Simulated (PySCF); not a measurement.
Gas-phase reaction: 4 AlH₃.NH₃ + 2 C₄H₆ (butadiene) + N₂ = 4 Al(CH₃)₂NH₂ + 2 NH₂. Level: ωB97X-V/def2-TZVP†; standard pressure 1 bar.

Computed with PySCF and rigid-rotor harmonic-oscillator thermochemistry at 1 bar. † marks an energy on the PBE0/def2-TZVP geometry and frequencies. Open shells (unrestricted): NH₂ (multiplicity 2); the rest are closed-shell singlets. Adducts (AlH₃.NH₃) have no counterpoise correction, and HF, PBE, BLYP, B3LYP and PBE0 lack dispersion. Methyl groups turn as free rotors in Al(CH₃)₂NH₂. AlH₃.NH₃, Al(CH₃)₂NH₂: computed as isolated molecules; such fragments, hydroxides, amides, oligomers or adducts are transient or little studied in the gas. The harmonic model lacks anharmonicity and excited electronic states, which grow with temperature; levels with a mode under 35 cm⁻¹ are left out. Internal rotation in C₄H₆ (butadiene) is treated as a harmonic vibration of one conformer, which makes the entropy rough.

```json
[
 {"T (K)": "1200", "1000/T (1/K)": "0.8333", "log10 K": "8.91"},
 {"T (K)": "1400", "1000/T (1/K)": "0.7143", "log10 K": "7.07"},
 {"T (K)": "1600", "1000/T (1/K)": "0.6250", "log10 K": "5.65"},
 {"T (K)": "1800", "1000/T (1/K)": "0.5556", "log10 K": "4.53"},
 {"T (K)": "2000", "1000/T (1/K)": "0.5000", "log10 K": "?"},
 {"T (K)": "2500", "1000/T (1/K)": "0.4000", "log10 K": "1.88"}
]
```

Fit log10 K = a + b·(1000/T) to the five rows, get the mean ΔH° and ΔS°, and predict log10 K at 2000 K.

Means: 1000/T = 0.6256, log10 K = 5.608. Sums of products about the means: Sxy = 1.73198, Sxx = 0.106803, so b = Sxy/Sxx = 16.22 and a = 5.608 − (16.22)×0.6256 = -4.54.
ΔH° = −R ln 10 × 1000 K × b = −19.145 × (16.22) = -311 kJ; ΔS° = R ln 10 × a = -87 J/K. The run's own values go from -292 kJ and -73 J/K at 1200 K to -338 kJ and -99 J/K at 2500 K.
Prediction at 2000 K: -4.54 + (16.22)×0.5000 = 3.57. The computed value is 3.60, 0.03 from the line.
For scale, ΔH°(298 K) is -275 kJ at this level, -279 kJ at ωB97M-V/def2-TZVP†, and runs from -345 to -81 kJ over the 18 levels computed.
